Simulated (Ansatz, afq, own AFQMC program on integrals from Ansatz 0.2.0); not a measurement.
**Sb, quartet → Sb⁺, quintet**

A free Sb atom.

E(quintet, charge +1) − E(quartet, charge +0) at this geometry, on UHF and UHF determinants.

Basis def2-TZVP with its core potentials. Noble-gas cores (and the filled d shells of Ga–Kr and In–Xe) are frozen. AFQMC by an in-house program on the Cholesky factors that Ansatz 0.2.0 writes for its CCSD(T) run. The CISD trial takes its coefficients from CCSD amplitudes. Released means that phaseless walkers are propagated on without the constraint, phases kept. Uncertainties: one standard error, sampling alone. No spin–orbit coupling. The errors of all members are added in quadrature.

Full CI on the same integrals is exact in this basis and with this determinant's frozen core.

Errors are counted within def2-TZVP, not against nature.

Cautions: inner d shell frozen; no spin-orbit coupling; Sb (quartet): the ph-AFQMC/HF walk drifts between its halves (2.3 errors), CCSDTQ on the ROHF determinant differs (32 meV higher), by its state or its frozen core; Sb⁺ (quintet): another spin lies lower; this isn't the first ionization.

| level | vertical ionization energy (kcal/mol) |
| --- | --- |
| HF | 292.9 |
| CCSD | 325.6 |

Problem. From these cheaper values, estimate the vertical ionization energy at the reference level in def2-TZVP.

Solution. 327.3 kcal/mol (full CI in def2-TZVP).

| level | vertical ionization energy (kcal/mol) | error against FCI (kcal/mol) |
| --- | --- | --- |
| MP2 | 320.9 | -6.4 |
| CCSD(T) | 326.9 | -0.3 |
| CCSDT | 327.2 | 0.0 |
| CCSDT(Q) | 327.3 | 0.0 |
| ph-AFQMC/CISD | 327.2 ± 0.03 | -0.1 ± 0.03 |
| released AFQMC | 327.3 ± 0.01 | 0.0 ± 0.01 |

Correlation beyond CCSD(T) adds 0.3 kcal/mol. The perturbative (T) step is worth +1.4 kcal/mol.

CCSDT and higher add their correlation energy to the determinant of the CCSD(T) run, since their own runs factorise the integrals more tightly (a shift of under 2 meV). A walk keeps the symmetry of its determinant, which the program's search chose and which needn't be the lowest solution, so a lower state of the same spin and another symmetry isn't excluded. Released energies are given only where the last usable release times agree within the noise; a slower fall can still hide under it.
